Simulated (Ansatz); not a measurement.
Saddle point of CH7NSi, closed shell (CH₇NSi ([CH3][NH][SiH3]) → CH₅N ([CH3][NH2]) + SiH₂ (still joined by a long Si–N bond); bonds formed: N2–H4; bonds broken: Si1–H4; bonds weakened to dative contacts: Si1–N2), PBE0-D4/def2-TZVP structure:

```xyz
10
angstrom
Si -1.0083 1.2496 0.1402
N 0.3116 0.0926 -0.5381
C 0.4555 -1.1838 0.1227
H -0.9668 0.1798 -1.0598
H -0.4684 2.5867 -0.2594
H -0.8934 1.2059 1.6393
H 1.1594 0.4498 -0.9607
H 0.9394 -1.9221 -0.5211
H 1.0161 -1.1027 1.0616
H -0.5452 -1.5557 0.3754
```

Energies are electronic, without zero-point energy. Barriers and step energies count from the start structure reached by relaxing down the imaginary mode; all methods use the PBE0-D4 structures, on which another method's saddle can fall below an end. Computed with Ansatz 0.2.0 (basis: def2-TZVPP, with def2-QZVPP for the basis limit); correlated methods freeze the cores. B3LYP uses VWN-RPA correlation. Extrapolation: Hartree–Fock as exp(−7.88 √X), correlation as X^−2.97.

```
      method  barrier (kcal/mol)  step energy (kcal/mol)
       SPW92               57.11                   28.24
      PBE-D4               60.87                   29.07
     BLYP-D4               64.30                   30.48
   r2SCAN-D4               66.42                   33.34
      B97M-V               67.44                   30.64
     PBE0-D4               67.43                   31.18
    B3LYP-D4                   ?                   32.33
  r2SCAN0-D4               70.88                   33.96
    BHLYP-D4               77.20                   34.77
CAM-B3LYP-D4                   ?                   33.86
     wB97X-V               73.01                   34.05
     wB97M-V               70.91                   31.27
      B2PLYP               71.11                   33.73
    PBE-QIDH               72.37                   33.85
  RPA on PBE               69.78                   30.77
          HF               89.34                   37.84
         MP2                   ?                   34.77
        CCSD               74.62                   32.50
     CCSD(T)               71.44                   31.83
```

Task: Fill in the withheld barriers. (Judge from chemistry; the value comes from the calculation.)

Result: By the calculation: B3LYP-D4 69.43; CAM-B3LYP-D4 72.41; MP2 71.97 kcal/mol. Each is the energy of the saddle less that of the start structure, by the same method.

For comparison, the barrier by CCSD(T) at an estimated basis limit (MP2 extrapolated from triple and quadruple zeta, plus CCSD(T) − MP2 in triple zeta) is 71.47 kcal/mol.

The T1 diagnostic stays at or below 0.013. The restricted Hartree–Fock reference is unstable towards an unrestricted one at one or more of these structures.

Losses and insertions of silylenes and their heavier kin drive the gas-phase chemistry of silicon and germanium vapour deposition.

Labels in which every atom is bracketed show which atoms are joined, not bond orders.

For scale, one of the runs: CCSD(T)/def2-TZVPP, 202 basis functions, launched by `ansatz run in.yaml --threads 2 --pin off --events-out ev --progress --plain --max-ram 4352MiB`. Hardware: 2 CPU threads of an Arm Neoverse V1, shared host. Wall time 52 s; peak host memory 2.5 GiB.
